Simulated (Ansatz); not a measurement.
This script for a geometry optimisation of C₂H₈N₂O, SMILES NCNCO with Ansatz 0.2.0 through its Python package holds a mistake.

`opt_c2h8n2o.py`
```python
# -*- coding: utf-8 -*-
"""Relax the C2H8N2O molecule."""

import itertools
import logging
import sys

import ansatz as az
from ase.data import atomic_numbers, covalent_radii
import numpy as np

logging.basicConfig(stream=sys.stdout, format="%(levelname)s:%(name)s:%(message)s")
log = logging.getLogger("run")
log.setLevel(logging.INFO)


def main():
    geometry_ang = [
        ("N", [-0.4626, 1.2713, 0.811]),
        ("C", [-0.4268, -0.0925, 1.0992]),
        ("N", [0.6909, -0.5651, 0.365]),
        ("C", [0.5148, -0.9512, -0.9824]),
        ("O", [0.1128, 0.1497, -1.7907]),
        ("H", [-1.3079, 1.7207, 1.2994]),
        ("H", [-0.7312, 1.3871, -0.1869]),
        ("H", [-1.3084, -0.6064, 0.8452]),
        ("H", [-0.2475, -0.198, 2.2158]),
        ("H", [1.4211, 0.1732, 0.4303]),
        ("H", [-0.3848, -1.6907, -1.0097]),
        ("H", [1.3435, -1.4309, -1.3983]),
        ("H", [0.8065, 0.7981, -1.6831]),
    ]
    system = az.Crystal.molecule()
    for symbol, xyz in geometry_ang:
        system = system.atom(symbol, xyz)

    job = (
        system
        .basis(gaussian="def2-SVP")
        .functional("b3lyp", dispersion="d4")
    )
    symbols = [site.symbol for site in system.cartesian_sites]
    start = np.array([site.position_ang for site in system.cartesian_sites], dtype=float)
    def progress(event):
        if event["event"] == "relax_step":
            row = event["data"]
            log.info(f"step {row['step']:3d}  E = {row['lagrangian_ev']:.6f} eV  largest force component {row['allowed_force_max_ev_ang']:.4f} eV/A")


    summary = job.relax(force_tolerance=0.01, max_steps=30).session().plan().execute(on_event=progress).report
    end = np.array(summary["positions_ang"])

    for key in ("converged", "free_energy_ev", "reference_energy_ev", "n_frozen", "n_occupied", "n_virtual"):
        log.info(f"{key:22s} {summary[key]}")

    # pairs closer than 1.2 times the sum of covalent radii, before or after
    radius = [covalent_radii[atomic_numbers[s]] for s in symbols]
    span = lambda where, i, j: np.linalg.norm(where[i] - where[j])
    bonded = [(i, j) for i, j in itertools.combinations(range(len(symbols)), 2) if min(span(start, i, j), span(end, i, j)) < 1.2 * (radius[i] + radius[j])]
    log.info("pair        before    after (A)")
    for i, j in bonded:
        print(f"{symbols[i]}{i}-{symbols[j]}{j}".ljust(10), f"{span(start, i, j):8.4f} {span(end, i, j):8.4f}")
    for first, second in list(itertools.combinations(bonded, 2)):
        shared = set(first) & set(second)
        if shared and symbols[(j := shared.pop())] != "H":
            i, k = sorted((set(first) | set(second)) - {j})
            u, v = end[i] - end[j], end[k] - end[j]
            angle = np.degrees(np.arccos(np.clip(u @ v / np.linalg.norm(u) / np.linalg.norm(v), -1, 1)))
            log.info(f"final angle {symbols[i]}{i}-{symbols[j]}{j}-{symbols[k]}{k}: {angle:.2f} deg")
    with open("c2h8n2o_opt.xyz", "w") as handle:
        handle.write(f"{len(symbols)}\nrelaxed C2H8N2O\n")
        handle.writelines(f"{s:2s} {x:11.6f} {y:11.6f} {z:11.6f}\n" for s, (x, y, z) in zip(symbols, end))


if __name__ == "__main__":
    main()
```

Output of `python opt_c2h8n2o.py`:
```text
Traceback (most recent call last):
  File "opt_c2h8n2o.py", line 76, in <module>
    main()
    ~~~~^^
  File "opt_c2h8n2o.py", line 39, in main
    .basis(gaussian="def2-SVP")
     ^^^^^
AttributeError: 'Crystal' object has no attribute 'basis'
```

Why does it end like this?

The fault: settings are called on the crystal, without .calculation(). Mended:

```diff
--- before
+++ after
@@ -37,3 +37,3 @@
     job = (
-        system
+        system.calculation()
         .basis(gaussian="def2-SVP")
@@ -49,3 +49,3 @@
 
-    summary = job.relax(force_tolerance=0.01, max_steps=30).session().plan().execute(on_event=progress).report
+    summary = job.relax(force_tolerance=0.01, max_steps=100).session().plan().execute(on_event=progress).report
     end = np.array(summary["positions_ang"])
```

With that change:

`python opt_c2h8n2o.py` gives:
```text
INFO:run:step   1  E = -7225.364839 eV  largest force component 4.1802 eV/A
INFO:run:step   2  E = -7225.974149 eV  largest force component 1.2456 eV/A
INFO:run:step   3  E = -7226.055053 eV  largest force component 0.2243 eV/A
INFO:run:step   4  E = -7226.063911 eV  largest force component 0.1139 eV/A
INFO:run:step   5  E = -7226.066014 eV  largest force component 0.0796 eV/A
INFO:run:step   6  E = -7226.065778 eV  largest force component 0.1302 eV/A
INFO:run:step   7  E = -7226.066964 eV  largest force component 0.0199 eV/A
INFO:run:step   8  E = -7226.067054 eV  largest force component 0.0097 eV/A
INFO:run:converged              True
INFO:run:free_energy_ev         -7226.067285681007
INFO:run:reference_energy_ev    -7225.71788761301
INFO:run:n_frozen               0
INFO:run:n_occupied             [21, 21]
INFO:run:n_virtual              [89, 89]
INFO:run:pair        before    after (A)
N0-C1        1.3944   1.4612
N0-H5        1.0747   1.0206
N0-H6        1.0399   1.0207
C1-N2        1.4183   1.4474
C1-H7        1.0516   1.1107
C1-H8        1.1358   1.1040
N2-C3        1.4126   1.4309
N2-H9        1.0405   1.0198
C3-O4        1.4237   1.4288
C3-H10       1.1649   1.1020
C3-H11       1.0439   1.1064
O4-H12       0.9556   0.9679
INFO:run:final angle C1-N0-H5: 110.66 deg
INFO:run:final angle C1-N0-H6: 109.25 deg
INFO:run:final angle N0-C1-N2: 113.20 deg
INFO:run:final angle N0-C1-H7: 114.20 deg
INFO:run:final angle N0-C1-H8: 107.65 deg
INFO:run:final angle H5-N0-H6: 107.69 deg
INFO:run:final angle N2-C1-H7: 106.29 deg
INFO:run:final angle N2-C1-H8: 108.71 deg
INFO:run:final angle C1-N2-C3: 116.58 deg
INFO:run:final angle C1-N2-H9: 110.21 deg
INFO:run:final angle H7-C1-H8: 106.50 deg
INFO:run:final angle C3-N2-H9: 111.99 deg
INFO:run:final angle N2-C3-O4: 116.51 deg
INFO:run:final angle N2-C3-H10: 109.09 deg
INFO:run:final angle N2-C3-H11: 108.07 deg
INFO:run:final angle O4-C3-H10: 104.37 deg
INFO:run:final angle O4-C3-H11: 110.56 deg
INFO:run:final angle C3-O4-H12: 107.76 deg
INFO:run:final angle H10-C3-H11: 107.91 deg
```

File `c2h8n2o_opt.xyz` afterwards:
```text
13
relaxed C2H8N2O
N    -0.586728    1.375633    0.775197
C    -0.412684   -0.040278    1.091485
N     0.700567   -0.647580    0.393860
C     0.501733   -0.947183   -0.991137
O     0.100311    0.139497   -1.827535
H    -1.249966    1.809384    1.418302
H    -0.965530    1.465634   -0.168340
H    -1.300598   -0.669115    0.868313
H    -0.236158   -0.121261    2.178222
H     1.551072   -0.106730    0.549352
H    -0.313757   -1.682082   -1.087385
H     1.427492   -1.413709   -1.377744
H     0.804646    0.803091   -1.807789
```

What to keep in mind:
- Total energies depend on the basis set; only differences at equal settings carry meaning.
- The end point is the stationary point reached from this start; no frequency run checks that it is a minimum, and the basis set is modest.
- Total less reference energy is the dispersion correction.
- b3lyp holds the VWN-RPA fit, as in Gaussian; the form of ORCA and Turbomole is b3lyp5.
- The whole script took 34 s on 1 thread of INTEL(R) XEON(R) PLATINUM 8581C CPU @ 2.10GHz (Emerald Rapids), on a shared host, peak memory 0.33 GiB.
